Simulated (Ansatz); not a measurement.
# CH₂Cl₂O₂: one species, many methods

The task here is to estimate one member of a computed series from the others.

Method: functionals in def2-TZVPP, the program's frozen cores in correlated methods; program: Ansatz 0.2.0, Gaussian basis.

The runs, in order: LDA (SPW92), PBE-D4, revPBE-D4, BLYP-D4, r2SCAN-D4, B97M-V, PBE0-D4, B3LYP-D4, r2SCANh-D4, r2SCAN0-D4, HSE06-D4, BHLYP-D4, CAM-B3LYP-D4, LC-ωPBE, ωB97X-V, ωB97M-V, B2PLYP, PBE-QIDH; CCSD(T)/def2-SVP; CCSD(T)/def2-TZVPP; MP2/def2-QZVPP; extrapolation to the limit; RPA on PBE.

**The geometry**

An earlier PBE0-D4 in a triple-zeta def2 set relaxation fixed the geometry.

SMILES `OC(O)(Cl)Cl`, 7 atoms, charge 0, spin multiplicity 1.

Atoms are counted from 1 here; the program's logs count them from 0.

Bond lengths: O1–C2 1.364 Å, O1–H6 0.966 Å, C2–O3 1.364 Å, C2–Cl4 1.786 Å, C2–Cl5 1.786 Å, O3–H7 0.966 Å. Angles: C2–O1–H6 107.3°, O1–C2–O3 113.7°, O1–C2–Cl4 111.4°, O1–C2–Cl5 105.4°, O3–C2–Cl4 105.4°, O3–C2–Cl5 111.4°, Cl4–C2–Cl5 109.5°, C2–O3–H7 107.3°.

The first run:

Contents of in.yaml:

```yaml
crystal:
  periodic: [false, false, false]
  atoms:
    - {symbol: O, position_ang: [-0.530361, 0.711891, 0.833289]}
    - {symbol: C, position_ang: [0.015462, 0.113494, -0.264738]}
    - {symbol: O, position_ang: [0.525778, -1.127255, -0.016090]}
    - {symbol: Cl, position_ang: [-1.200495, -0.122084, -1.551689]}
    - {symbol: Cl, position_ang: [1.280445, 1.236446, -0.838319]}
    - {symbol: H, position_ang: [-1.248761, 0.144917, 1.142960]}
    - {symbol: H, position_ang: [1.219330, -1.025410, 0.648787]}
basis:
  gaussian: {orbitals: def2-TZVPP}
hamiltonian: {xc: lda}
output: {orbitals: {seedname: orbitals}}
```

Run with:

```
$ ansatz run in.yaml --threads 2 --pin off --events-out ev --progress --plain --max-ram 4352MiB
```

Steps of the session up to this table: LDA; PBE-D4 (GGA); revPBE-D4 (GGA); BLYP-D4 (GGA); r2SCAN-D4 (meta-GGA); B97M-V (meta-GGA); B3LYP-D4 (hybrid); r2SCANh-D4 (hybrid); r2SCAN0-D4 (hybrid); HSE06-D4 (hybrid); BHLYP-D4 (hybrid); CAM-B3LYP-D4 (range-separated); LC-ωPBE (range-separated); ωB97X-V (range-separated); ωB97M-V (range-separated); B2PLYP (double hybrid); PBE-QIDH (double hybrid).

One table of the session follows, with a row left open; its other results are not shown here.

It belongs to the step «Frontier levels by functional». 

```
  functional  HOMO (eV)  gap (eV)
 LDA (SPW92)      -7.42      5.96
      PBE-D4      -7.26      6.02
   revPBE-D4      -7.20      6.05
     BLYP-D4      -7.12      5.97
   r2SCAN-D4      -7.65      6.58
      B97M-V          ?         ?
     PBE0-D4      -8.78      8.66
    B3LYP-D4      -8.50      8.08
  r2SCANh-D4      -8.20      7.55
  r2SCAN0-D4      -9.02      9.00
    HSE06-D4      -8.37      7.86
    BHLYP-D4     -10.11     11.21
CAM-B3LYP-D4     -10.19     11.27
     LC-ωPBE     -11.64     14.05
     ωB97X-V     -11.25     13.51
     ωB97M-V     -11.07     13.15
```

**Question.** Estimate the row for B97M-V.

**Answer.** HOMO (eV): -7.77; gap (eV): 6.84. In the column «HOMO (eV)» it lies between r2SCANh-D4 (-8.20) and r2SCAN-D4 (-7.65).
